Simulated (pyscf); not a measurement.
# Routes from H₃Si–SiH=PH (SMILES [SiH3][SiH]=P) + H₂ (SMILES [H][H])

Candidate steps break at most two bonds and form at most two. Each was searched with GFN2-xTB (tblite) first. Optimised with ωB97X-D3(BJ)/def2-SVP in PySCF. Energies: ωB97M-D3(BJ)/def2-TZVP, eV, from the separated reactants, singlet surface; ΔG‡ with ideal gas, 1 atm, RRHO with modes under 100 cm⁻¹ raised to 100, one conformer, R ln 2 for chiral ones without a mode under 150 cm⁻¹.

```
products                                                    type   ΔE‡     ΔE  ΔG‡ 298 K  ΔG‡ 900 K  ν‡ (cm⁻¹)
--------------  ------------------------------------------------  ----  -----  ---------  ---------  ---------
H₃Si–SiH₂–PH₂   addition across a multiple bond or ene-type step  1.29  -1.65       1.68       2.48      1376i
H₂Si=PH + SiH₄                              four-centre exchange  2.68  -0.14       3.10       3.96      1335i
```

Plain bond fissions and candidates not yet searched are not listed, and one of them may be faster. Each barrier is that of the saddle found; lower ones may exist.
